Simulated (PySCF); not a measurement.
2,3-hexadiene, C6H10.
Atom-mapped SMILES: `[CH3:1][CH:2]=[C:3]=[CH:4][CH2:5][CH3:6]` (hydrogens: H7, H8, H9 on C1; H10 on C2; H11 on C4; H12, H13 on C5; H14, H15, H16 on C6)

Computed, not measured: PBE0-D3(BJ)/def2-SVP geometry optimisation, gas phase (PySCF).

Q: What internal coordinates does the optimisation give?

A: 
| bond | length (pm) |
| --- | --- |
| C1–C2 | 150.0 |
| C2=C3 | 131.1 |
| C3=C4 | 131.1 |
| C4–C5 | 150.5 |
| C5–C6 | 152.5 |
| C1–H7, C1–H8, C1–H9 | 110.1 |
| C2–H10 | 109.9 |
| C4–H11 | 110.0 |
| C5–H12, C5–H13 | 110.3 |
| C6–H14, C6–H15, C6–H16 | 110.1 |

Bonds in one row agree within 1 pm and their mean is given. A selection of angles:
| angle | degrees |
| --- | --- |
| C2–C1–H7 | 111.4 |
| H7–C1–H8 | 108.3 |
| C1–C2–C3 | 125.3 |
| C1–C2–H10 | 116.9 |
| C3–C2–H10 | 117.7 |
| C2–C3–C4 | 179.2 |
| C3–C4–C5 | 125.2 |
| C3–C4–H11 | 118.1 |
| C5–C4–H11 | 116.6 |
| C4–C5–C6 | 112.6 |
| C4–C5–H12 | 108.7 |
| C6–C5–H12 | 109.3 |
| H12–C5–H13 | 106.5 |
| C5–C6–H14 | 111.2 |
| H14–C6–H15 | 108.1 |

Torsions: C3–C4–C5–C6 117° (anticlinal). The mirror-image conformer, all signs reversed, is as good.

The C–C distances run from 1.311 Å (C3=C4, drawn double) to 1.525 Å (C5–C6, drawn single), a spread of 0.214 Å.

Point group: C1 (no symmetry element, even within 0.4 Å). Whether it is a minimum is left open (no frequencies). One conformer, not necessarily the lowest.
